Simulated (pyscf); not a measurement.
Optimised with ωB97X-D3(BJ)/def2-SVP in PySCF.

### Question
PBE/def2-TZVP puts the barrier of `[SiH3][GeH2][PH2]` + `[H][H]` → `[PH2][GeH3]` + `[SiH4]` (four-centre exchange; singlet surface; Ge–Si, H–H broken, Ge–H, H–Si formed) at 2.52 eV and the reaction energy at +0.05 eV, from the separated reactants. What do PBE0-D3(BJ)/def2-TZVP, M06-2X/def2-TZVP, ωB97M-D3(BJ)/def2-TZVP give on the same structures?

### Answer
PBE0-D3(BJ): ΔE‡ = 2.66 eV, ΔE = +0.07 eV; M06-2X: ΔE‡ = 2.91 eV, ΔE = 0.00 eV; ωB97M-D3(BJ): ΔE‡ = 2.88 eV, ΔE = -0.06 eV. PBE's barrier lies under all of them, by 0.14 to 0.38 eV. Its reaction energy lies among theirs. Low barriers are usual for a GGA, whose delocalisation error favours stretched bonds. This is the saddle that the search found; another between the same sides may lie lower. Elements up to Kr have no core potential and no relativistic terms here.
